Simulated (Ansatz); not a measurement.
`N/C(S)=C(\O)F`, relaxed with RKS PBE-D4/def2-SVP in the Gaussian-basis code of Ansatz from a rough embedded geometry. The force threshold is 0.03 eV/Å; the program also tests the step.

The species carries charge 0 and has multiplicity 1.

Start:

```xyz
10

N    -0.228   -1.373    0.363
C    -0.224   -0.142   -0.316
S    -1.267    0.035   -1.683
C     0.454    0.959    0.100
O     1.353    0.842    1.179
F     0.455    2.115   -0.588
H     0.293   -1.219    1.258
H    -1.117   -1.717    0.502
H    -1.491   -1.231   -1.971
H     1.771    1.731    1.159
```

(1) How much energy does the relaxation release, and in how many steps? (Estimate.)

(2) Which bonds change most? (Best estimate.)

(3) Give the relaxed structure. (An estimate is asked.)

Results:

(1) Computed: 0.52 eV, in 17 steps, 2 of them rejected.

(2) Ansatz gave: N1–H8 from 0.964 to 1.028 Å; C4–O5 from 1.409 to 1.357 Å; S3–H9 from 1.318 to 1.369 Å; C2–S3 from 1.728 to 1.773 Å.

(3) The calculation gave: 
```xyz
10

N    -0.270   -1.345    0.413
C    -0.325   -0.116   -0.266
S    -1.528    0.043   -1.559
C     0.526    0.908    0.001
O     1.463    0.842    0.981
F     0.594    2.028   -0.746
H     0.419   -1.329    1.173
H    -1.191   -1.630    0.770
H    -1.170   -1.100   -2.220
H     1.483    1.699    1.453
```
